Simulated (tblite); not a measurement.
Species: C5H10S.
Numbering: `[SH:1][CH2:2][CH:3]1[CH2:4][CH2:5][CH2:6]1` (hydrogens: H7 on S1; H8, H9 on C2; H10 on C3; H11, H12 on C4; H13, H14 on C5; H15, H16 on C6)

Computed with GFN2-xTB (tblite), gas phase: Langevin dynamics at 600 K from the optimised GFN2-xTB geometry, time step 0.5 fs, friction 0.01 fs⁻¹, 2000 steps. The instantaneous temperature is 2·E(kin)/(3Nk) with all 3N coordinates.

```
t (fs)  T (K)  E(pot) above start (eV)  S1–C2 (Å)  C2–C3 (Å)  C3–C4 (Å)  C4–C5 (Å)  C5–C6 (Å)  S1–H7 (Å)  S1–C2–C3–C4 (°)
     0    488                    0.000      1.829      1.513      1.540      1.536      1.536      1.331              -75
    25    173                    0.690      1.864      1.523      1.526      1.574      1.565      1.441              -69
    50    417                    0.310      1.858      1.539      1.545      1.500      1.537      1.337              -59
    75    415                    0.659      1.852      1.510      1.548      1.492      1.530      1.299              -56
   100    383                    1.186      1.811      1.515      1.493      1.478      1.539      1.298              -45
   125    502                    0.813      1.868      1.529      1.575      1.531      1.532      1.315              -38
   150    490                    1.101      1.823      1.529      1.542      1.548      1.530      1.350              -45
   175    603                    0.808      1.887      1.559      1.532      1.511      1.572      1.372              -59
   200    559                    1.163      1.858      1.506      1.501      1.503      1.644      1.283              -71
   225    549                    1.165      1.821      1.602      1.524      1.571      1.594      1.260              -78
   250    637                    1.497      1.938      1.470      1.553      1.540      1.506      1.333              -89
   275    653                    1.181      1.781      1.427      1.607      1.520      1.551      1.399              -73
   300    706                    1.038      1.875      1.545      1.627      1.580      1.587      1.381              -94
   325    708                    1.146      1.758      1.525      1.536      1.547      1.584      1.290             -101
   350    621                    1.506      1.953      1.545      1.504      1.505      1.496      1.348             -111
   375    517                    1.395      1.792      1.593      1.525      1.516      1.473      1.308             -110
   400    511                    1.106      1.830      1.535      1.529      1.598      1.538      1.334             -116
   425    629                    0.973      1.860      1.474      1.560      1.566      1.590      1.336             -131
   450    694                    1.287      1.864      1.531      1.603      1.576      1.532      1.346             -142
   475    593                    1.513      1.898      1.447      1.601      1.595      1.494      1.350             -147
   500    671                    1.036      1.816      1.553      1.570      1.510      1.528      1.327             -160
   525    458                    1.127      1.831      1.512      1.490      1.443      1.587      1.379             -163
   550    555                    1.122      1.861      1.580      1.550      1.503      1.541      1.359              178
   575    464                    1.284      1.873      1.504      1.554      1.620      1.466      1.348              173
   600    478                    1.291      1.835      1.516      1.522      1.558      1.493      1.358              164
   625    616                    0.865      1.847      1.558      1.530      1.508      1.548      1.324              161
   650    494                    0.764      1.846      1.568      1.534      1.518      1.531      1.308              168
   675    617                    0.770      1.842      1.518      1.522      1.550      1.535      1.291              177
   700    572                    0.834      1.813      1.570      1.520      1.600      1.642      1.403             -178
   725    438                    1.037      1.887      1.521      1.521      1.585      1.614      1.418             -176
   750    395                    0.903      1.793      1.474      1.492      1.590      1.526      1.409              179
   775    519                    0.772      1.927      1.515      1.502      1.582      1.528      1.271              167
   800    494                    0.880      1.845      1.532      1.641      1.551      1.607      1.261              170
   825    637                    0.769      1.950      1.531      1.602      1.560      1.539      1.375              178
   850    348                    1.316      1.739      1.572      1.531      1.545      1.532      1.444             -179
   875    531                    1.067      1.945      1.556      1.523      1.535      1.483      1.375             -168
   900    485                    1.234      1.893      1.502      1.558      1.493      1.475      1.259             -159
   925    803                    1.046      1.928      1.533      1.602      1.543      1.554      1.323             -159
   950    488                    1.336      1.812      1.462      1.591      1.612      1.585      1.415             -153
   975    657                    0.901      1.867      1.483      1.597      1.611      1.536      1.383             -153
  1000    574                    0.948      1.841      1.531      1.517      1.531      1.524      1.333             -151
```

**Question.** From 500 fs on, how do temperature and potential energy compare with equipartition?

**Answer.** The mean temperature of these 21 frames is 538 K against the target 600 K, and the mean potential energy 1.01 eV against 42 × kT/2 = 1.09 eV for 42 classical harmonic modes. For 16 atoms in a canonical ensemble the temperature itself scatters by T·√(2/(3N)) = 122 K; here its standard deviation is 102 K. The whole run lasts only 10 friction times of 100 fs, so these averages carry a wide statistical error.

**Question.** What are the kinetic and total energies of the listed frame with the highest potential energy?

**Answer.** The one at 475 fs, 1.513 eV above the start. Its kinetic energy is 3NkT/2 = 1.226 eV at 593 K, so the sum is 2.74 eV; over the listed frames the sum runs from 1.01 to 2.81 eV, since the thermostat adds and removes energy.

**Question.** How much do the listed bonds fluctuate from 500 fs on?

**Answer.** 
```
 bond  at the start (Å)  mean (Å)  standard deviation (Å)
S1–C2             1.829     1.857                   0.051
C2–C3             1.513     1.528                   0.032
C3–C4             1.540     1.546                   0.040
C4–C5             1.536     1.550                   0.044
C5–C6             1.536     1.542                   0.044
S1–H7             1.331     1.351                   0.052
```

The motion is classical and holds no zero-point motion.

What follows is the cost of the whole dynamics run. The run took 13 s wall on one thread, Intel Xeon Platinum 8488C (x86_64), shared host, and the process peaked at 0.18 GiB of memory.
